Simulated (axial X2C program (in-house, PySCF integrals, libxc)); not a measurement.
## Which molecule has these constants?

All values come from calculations with an in-house all-electron X2C program for linear molecules (integrals from PySCF), spin-free (one-electron X2C) or two-component (2c: spin–orbit coupling with atomic mean-field Coulomb and Gaunt terms, which also bring small scalar terms), in Dyall basis sets with cores contracted in-house; open shells are unrestricted.

A two-component PBE0 calculation in a Dyall 3-zeta basis gave Re = 2.440 Å, ωe = 359.9 cm⁻¹, De = 1.50 eV, Ω = 1.

Which molecule is it?
A. MgSi⁺
B. MgCl⁺
C. MgS⁺
D. NaMg⁺
E. MgP⁺

E. The others have MgCl⁺ 2.104 Å and 559.7 cm⁻¹ (Ω = 0); MgS⁺ 2.238 Å and 481.2 cm⁻¹ (Ω = 3/2); MgSi⁺ 2.699 Å and 279.1 cm⁻¹ (Ω = 1/2); NaMg⁺ 3.197 Å and 154.9 cm⁻¹ (Ω = 0).

Each entry is the lowest single determinant of a limited PBE0 search at one distance. De goes to single-determinant-based atoms at the same level (for ions the charge split of lowest energy) and is withheld (n/a) where an atom does not fit its ground term or J level. Main or longest-lived isotopes. One determinant is a doubtful description, or other states lie close, for MgP⁺, MgSi⁺; these need not be ground states, and all values refer to the states named. Some open-shell Ω = 0 determinants are out of reach, so the Ω given for MgP⁺ need not be the lowest component. With several unpaired electrons the Ω given is that of one determinant, not necessarily of the lowest component. Some light 2c atoms are not at their ground J level, so De misses part of their lowering (0.04 eV or less). The functionals have no current term, which raises determinants with orbital currents.
